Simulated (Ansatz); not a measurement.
# C₂H₂OS: single points off equilibrium

One table from this session's results is given with a row withheld; the runs are named, their logs left out.

Computed with Ansatz 0.2.0, Gaussian basis. Level: single points in def2-TZVPP.

Correlated methods freeze the cores.

### Where the work starts

SMILES `OC=C=S`, 6 atoms, charge 0, spin multiplicity 1.

Atoms are counted from 1 here; the program's logs count them from 0.

Bond lengths: O1–C2 1.399 Å, O1–H5 1.034 Å, C2–C3 1.381 Å, C2–H6 1.115 Å, C3–S4 1.423 Å. Angles: C2–O1–H5 112.0°, O1–C2–C3 126.4°, O1–C2–H6 117.2°, C3–C2–H6 115.5°, C2–C3–S4 172.1°.

Coordinates:

```mol
C2H2OS
  3D, bonds by distance, orders not assigned

  6  5  0  0  0  0  0  0  0  0999 V2000
    0.3024    1.1162   -0.8100 O   0  0
    0.0484    0.1564    0.1755 C   0  0
   -0.2439   -1.1766   -0.0352 C   0  0
   -0.3621   -2.5858   -0.1929 S   0  0
    0.4077    2.0632   -0.4093 H   0  0
   -0.1142    0.5253    1.2154 H   0  0
  1  2  8  0
  1  5  8  0
  2  3  8  0
  2  6  8  0
  3  4  8  0
M  END
```

The first run:

The input, run/in.yaml:

```yaml
crystal:
  periodic: [false, false, false]
  atoms:
    - {symbol: O, position_ang: [0.302400, 1.116200, -0.810000]}
    - {symbol: C, position_ang: [0.048400, 0.156400, 0.175500]}
    - {symbol: C, position_ang: [-0.243900, -1.176600, -0.035200]}
    - {symbol: S, position_ang: [-0.362100, -2.585800, -0.192900]}
    - {symbol: H, position_ang: [0.407700, 2.063200, -0.409300]}
    - {symbol: H, position_ang: [-0.114200, 0.525300, 1.215400]}
basis:
  gaussian: {orbitals: def2-TZVPP}
correlation: {method: ccsd_t}
output: {forces: true}
```

The command line of these runs was not kept.

Steps of the session up to this table: CCSD(T)/def2-TZVPP; PBE0-D4/def2-TZVPP; wB97M-V/def2-TZVPP; r2SCAN-D4/def2-TZVPP; PBE-D4/def2-TZVPP; BLYP-D4/def2-TZVPP; B97M-V/def2-TZVPP.

One of the session's tables, all rows but one given; the rest of the session is left out.

| method | RMS force component (eV/Å) | angle to CCSD(T) forces (°) | dipole (D) |
| --- | --- | --- | --- |
| CCSD(T) | 4.001 | reference | 1.95 |
| PBE0-D4 | 3.876 | 3.8 | 2.06 |
| wB97M-V | 3.923 | 3.6 | 1.96 |
| r2SCAN-D4 | 3.866 | 2.2 | 2.08 |
| PBE-D4 | 3.883 | 2.5 | 2.01 |
| BLYP-D4 | ? | ? | ? |
| B97M-V | 3.860 | 3.2 | 2.05 |

**Question.** Estimate the row for BLYP-D4.

**Answer.** RMS force component (eV/Å): 3.889; angle to CCSD(T) forces (°): 2.7; dipole (D): 1.96. In the column «RMS force component (eV/Å)» it lies between PBE-D4 (3.883) and wB97M-V (3.923).
